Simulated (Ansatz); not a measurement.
Basis-set extrapolation for H3OSSi (`O[SiH2][S]`) radical (PBE0-D4/def2-TZVP geometry, frozen core, Ansatz 0.2.0). Multiplicity 2, UHF reference.

```json
{"": "HF", "def2-TZVPP": "-763.188215", "def2-QZVPP": "-763.212495"}
{"": "MP2 correlation", "def2-TZVPP": "-0.505936", "def2-QZVPP": "-0.549683"}
{"": "CCSD(T) correlation", "def2-TZVPP": "-0.564046", "def2-QZVPP": "not run"}
```

Energies in hartree. Use E(X) = E(∞) + A·exp(−7.88·√X) for Hartree–Fock and E(X) = E(∞) + B·X^(−2.97) for correlation, with X = 3 and 4, and add CCSD(T) minus MP2 of the smaller set to the MP2 limit.

Problem. What is the CCSD(T) energy at the basis-set limit?

Solution. HF limit: -763.212495 + (-0.024280) × 0.13774 = -763.21584. MP2 limit: -0.549683 + (-0.043747) × 0.74074 = -0.58209. Higher-order term: -0.564046 − (-0.505936) = -0.05811. Total: -763.85604 hartree, 2.82 eV below CCSD(T)/def2-TZVPP.
